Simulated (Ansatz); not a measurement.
singlet C₃: levels of theory in one basis

```yaml
atoms:
  - { symbol: C, position_ang: [0.0000, 0.0000, -1.2322] }
  - { symbol: C, position_ang: [0.0000, 0.0000, 0.0000] }
  - { symbol: C, position_ang: [0.0000, 0.0000, 1.2322] }
```

Basis set: def2-SVP (spherical functions). Correlated methods keep 3 orbitals frozen. Charge 0, multiplicity 1.

Computed with Ansatz (development build ahead of 0.2.0); each method stands on the lowest determinant of its kind that the runs found.

```csv
method,E − E(RHF) (eV),<S²> of the determinant
RHF,0.00,–
UHF,-0.01,0.11
UHF-MP2,-8.59,0.11
RHF-CCSD(T),-9.92,–
UHF-CCSD(T),-9.90,0.11
```

(1) What does RHF-MP2 give on the same scale?

Answers

(1) -8.77 eV.

Caution for UHF, UHF-MP2, UHF-CCSD(T): the unrestricted determinant is spin contaminated. Caution for UHF-MP2: another reference gives a lower total.
